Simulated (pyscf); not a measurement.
PySCF, gas phase, ωB97X-D3(BJ)/def2-SVP geometries.

**Question.** Estimate by transition-state theory the rate constant of HO–SiH(Cl)–Cl (SMILES O[SiH](Cl)Cl) + HCl (SMILES Cl) → HO–Si(Cl)(Cl)–Cl (SMILES O[Si](Cl)(Cl)Cl) + H₂ (SMILES [H][H]) (singlet surface; H–Si, Cl–H broken, Cl–Si, H–H formed) at 900 K, with ωB97M-D3(BJ)/def2-TZVP energies (ideal gas, 1 atm, RRHO with modes under 100 cm⁻¹ raised to 100, one conformer, R ln 2 for chiral ones without a mode under 150 cm⁻¹; no tunnelling).

**Answer.** The electronic barrier is 36.9 kcal/mol and the thermal terms add +32.8, so ΔG‡ = 69.7 kcal/mol. With k_BT/h = 1.88e+13 s⁻¹ and RT = 1.788 kcal/mol, and a volume of 1.23e-19 cm³ per molecule at 1 atm, k = 2.7e-23 cm³ molecule⁻¹ s⁻¹. Wigner's tunnelling factor for 863i cm⁻¹ would be 1.08. A shift of 1 kcal/mol in the barrier changes k by a factor 1.7. One saddle was located; it need not be the lowest between these sides.
